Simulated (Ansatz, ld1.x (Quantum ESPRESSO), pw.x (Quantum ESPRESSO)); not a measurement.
# Equation-of-state test of one PAW potential (W)

tungsten (W), PAW, made with ld1.x (Quantum ESPRESSO) 7.5 (PBE, scalar-relativistic). Core [Kr] 4d10 4f14, reference 5s2 5p6 5d4 6s2 6p0. Waves: 5s (bound): rcut 1.45, rcutus 1.90 bohr; 6s (bound): rcut 1.45, rcutus 1.90 bohr; 5p (bound): rcut 1.80, rcutus 2.05 bohr; 6p (bound, empty): rcut 1.80, rcutus 2.05 bohr; 5d (bound): rcut 2.70, rcutus 3.08 bohr; 5d channel at 1.5 Ry: rcut 2.70, rcutus 3.08 bohr. Local part: all-electron potential smoothed inside 2.65 bohr (lloc = -1). Core correction: Bessel-smoothed model core, default radius (core density twice the valence density). Augmentation charge: BG, radius 1.40 bohr.

Atomic tests: cutoffs needed: 25 Ry and 40 Ry (the cutoffs (Ry, on a coarse ladder) from which the occupation-weighted sum of valence levels, in a spherical-Bessel basis at the reference potential, stays within 10 and 1 mRy of its value at 400 Ry); ghost test: no extra level below or beside the all-electron valence levels (s, p, d, f tested) (spherical-Bessel basis up to 400 Ry, 20 bohr box); configuration tests: test run stopped at test 1 of 7 (negative rho).

Crystal test: bcc W in pw.x 7.5, no spin, 14³ k-points, Fermi–Dirac smearing 0.01 Ry, cutoffs 50/400 Ry. The lattice is a test structure that the element need not adopt, and mesh and smearing are coarse.

pw.x input:

```
&control
  calculation='scf', prefix='x', pseudo_dir='./', outdir='./tmp', tstress=.true., disk_io='none'
/
&system
  ibrav=0, nat=1, ntyp=1, ecutwfc=50, ecutrho=400, nbnd=15,
  occupations='smearing', smearing='fd', degauss=0.01
/
&electrons
  conv_thr=1e-09, mixing_beta=0.4, electron_maxstep=70
/
ATOMIC_SPECIES
W 1.0 W.UPF
CELL_PARAMETERS angstrom
  -1.59168867 1.59168867 1.59168867
  1.59168867 -1.59168867 1.59168867
  1.59168867 1.59168867 -1.59168867
ATOMIC_POSITIONS crystal
W 0.0000 0.0000 0.0000
K_POINTS automatic
14 14 14 0 0 0
```

```bash
pw.x < W.scf.in > W.scf.out
```

Question: How does the run end?

Answer: Failed (c_bands: too many bands are not converged). The largest radius (3.08 bohr) exceeds half the bond length (2.60 bohr), so the spheres overlap, which is one possible source of error among others. Atomic configuration tests: test run stopped at test 1 of 7 (negative rho). The log shows:

```
     iteration #  2     ecut=    50.00 Ry     beta= 0.40
     [... 103 repeated lines left out ...]
     negative rho (up, down):  1.162E+03 0.000E+00
     total energy              =  -72816.97684796 Ry
     estimated scf accuracy    <   16127.23122429 Ry
     iteration #  3     ecut=    50.00 Ry     beta= 0.40
     [... 104 repeated lines left out ...]
     negative rho (up, down):  1.406E+03 0.000E+00
     total energy              =  -69246.81124979 Ry
     estimated scf accuracy    <     696.90377256 Ry
     iteration #  4     ecut=    50.00 Ry     beta= 0.40
     [... 100 repeated lines left out ...]
     negative rho (up, down):  1.535E+03 0.000E+00
     total energy              =  -67096.44385601 Ry
     estimated scf accuracy    <       8.17708247 Ry
     iteration #  5     ecut=    50.00 Ry     beta= 0.40
     [... 84 repeated lines left out ...]
     negative rho (up, down):  1.615E+03 0.000E+00
     total energy              =  -66308.15585670 Ry
     estimated scf accuracy    <      19.56083433 Ry
     iteration #  6     ecut=    50.00 Ry     beta= 0.40
     [... 40 repeated lines left out ...]
     negative rho (up, down):  1.665E+03 0.000E+00
     total energy              =  -66005.05950559 Ry
     estimated scf accuracy    <       2.92740725 Ry
     iteration #  7     ecut=    50.00 Ry     beta= 0.40
     [... 14 repeated lines left out ...]
     negative rho (up, down):  1.695E+03 0.000E+00
     total energy              =  -65870.94006375 Ry
     estimated scf accuracy    <       3.47111959 Ry
     iteration #  8     ecut=    50.00 Ry     beta= 0.40
     [... 7 repeated lines left out ...]
     negative rho (up, down):  1.714E+03 0.000E+00
     total energy              =  -65816.08652569 Ry
     estimated scf accuracy    <       0.11365681 Ry
     iteration #  9     ecut=    50.00 Ry     beta= 0.40
     [... 4 repeated lines left out ...]
     Error in routine c_bands (1):
     too many bands are not converged
```
